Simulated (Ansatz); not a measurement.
Ge (diamond): values from a third-order Birch-Murnaghan fit to a volume scan beside measured ones. Computed values: PBEsol (plane waves to 420 eV, PAW, scalar-relativistic; Ansatz, a quantum-chemistry and plane-wave program). Ge was relaxed with its symmetry unable to fall.

| quantity | reference | kind | PBEsol | difference |
|---|---|---|---|---|
| Lattice constant a (Å) | 5.644 | measured, corrected to the static lattice | 5.676 | +0.6 % |
| Bulk modulus B₀ (GPa) | 77.3 | measured, corrected to the static lattice | 67.1 | -13.2 % |

PBEsol overestimates the lattice constant a by 0.6 %. PBEsol underestimates the bulk modulus B₀ by 13.2 %.

References as given in: Daniel Mejia-Rodriguez, S. B. Trickey, Physical Review B (2018), arXiv:1807.09216; Tanner, Daniel S. P., Broderick, Christopher A., Kirwan, Amy C. et al., (2021), arXiv:2110.11888.

(Under strain, the slope of the energy per volume gives the stress and its curvature an elastic modulus.)
